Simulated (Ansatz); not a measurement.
The input, for Ansatz 0.2.0:

```yaml
crystal:
  periodic: [false, false, false]
  atoms:
    - {symbol: In, position_ang: [0.000000, 0.035046, -0.035997]}
    - {symbol: H, position_ang: [0.000000, -3.814197, -0.561875]}
    - {symbol: H, position_ang: [0.384545, -0.089028, 2.331207]}
    - {symbol: H, position_ang: [-0.384545, -0.089028, 2.331207]}
basis:
  gaussian: {orbitals: def2-SVP}
magnetization: {spin_polarized: false, initial_magnetization: 2}
correlation: {method: fic_mrcisd_q, electrons: outside_noble_gas, active_space: {window: {electrons: 6, orbitals: 7}, shells: [{species: H, l: s, shell: 1}, {species: In, l: s, shell: 5}, {species: In, l: p, shell: 5}]}}
```

```sh
$ ansatz run in.yaml --threads 1 --pin off --events-out ev --progress --plain --max-ram 2393MiB
```

Output:

```
850 factors; integrals over basis functions are off by at most 1.9e-7 eV
mean field evaluation 1: about -5191.7996 eV, gradient 7.1e0 eV
mean field evaluation 2: about -5191.8154 eV, gradient 7.1e0 eV
mean field evaluation 4: about -5192.4708 eV, gradient 1.5e0 eV
mean field evaluation 8: about -5192.5084 eV, gradient 1.0e-3 eV
mean field evaluation 16: about -5192.2922 eV, gradient 1.5e-1 eV
mean field evaluation 32: about -5192.5053 eV, gradient 1.1e-1 eV
mean field evaluation 64: about -5191.7301 eV, gradient 7.4e0 eV
mean field -5192.50845156 eV, -190.8211659863 hartree, gradient 1.1e-6 eV, S^2 2.000000; 8 other end points of the search recorded, 0 dependent functions left out
reference -5192.50845156 eV, -190.8211659863 hartree; 13, 11 occupied and 28, 30 virtual orbitals, 850 factors
state -5193.58259467 eV, -190.8606400175 hartree
contracted CI cycle   1: correlation 0.00000000 eV, 0.0000000000 hartree, residual 7.30e0 eV
contracted CI cycle   2: correlation -1.00211462 eV, -0.0368270332 hartree, residual 1.42e0 eV
contracted CI cycle   3: correlation -1.04182639 eV, -0.0382864137 hartree, residual 3.44e-1 eV
contracted CI cycle   4: correlation -1.04396011 eV, -0.0383648266 hartree, residual 8.78e-2 eV
contracted CI cycle   5: correlation -1.04411490 eV, -0.0383705147 hartree, residual 2.50e-2 eV
contracted CI cycle   6: correlation -1.04412523 eV, -0.0383708946 hartree, residual 6.75e-3 eV
contracted CI cycle   7: correlation -1.04412601 eV, -0.0383709231 hartree, residual 1.96e-3 eV
contracted CI cycle   8: correlation -1.04412607 eV, -0.0383709255 hartree, residual 5.99e-4 eV
state -5193.58259467 eV, -190.8606400175 hartree; corrected -5194.65878478 eV, -190.9001892744 hartree
Total energy: -5194.65878478 eV, -190.9001892744 hartree
Checks for a lower state left out: starts, orbital_swaps
```

Natural occupations: 1.9756 1.9299 1.0001 1.0000 0.0401 0.0299 0.0245.

For the same geometry and basis full CI lies 8.7 meV lower.

Ran on 1 thread of AMD EPYC, shared host: 7.5 s wall, 0.15 GiB peak host memory.
